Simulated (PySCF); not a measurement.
## Orbital picture of Al₂⁺

LDA at R = 3.253 Å; PySCF, spin-free X2C with a Gaussian nucleus, basis sets Al x2c-SVPall. State: ²Σg⁺ (doublet), unpaired electrons σ ↑. Only the outer orbitals are listed.

```
spin  orbital  occ.  ε (eV)  main shells (%)
   α       σg     1  -14.07             93 s
   α       σu     1  -12.55             98 s
   α       σg     1   -8.87             93 p
   α       πu     0   -8.28            100 p
   α       πu     0   -8.28            100 p
   α       πg     0   -7.15            100 p
   β       σg     1  -13.66             93 s
   β       σu     1  -12.14            100 s
   β       σg     0   -8.15             92 p
   β       πu     0   -8.05            100 p
   β       πu     0   -8.05            100 p
```

Q: Which are the highest filled and the lowest empty level, where do they sit, and how wide is the gap?

A: Highest filled α σg at -8.87 eV (in %: 93 p); lowest empty α πu at -8.28 eV (in %: 100 p); the gap at LDA is 0.59 eV.

The bond order (Mayer) is 0.62 and the ⟨S²⟩ is 0.752. The polarisability along the bond is 142.3 bohr³ and the polarisability across the bond is 50.7 bohr³.

The state is the lowest determinant that a PBE0 search found; another state may lie lower at other levels.
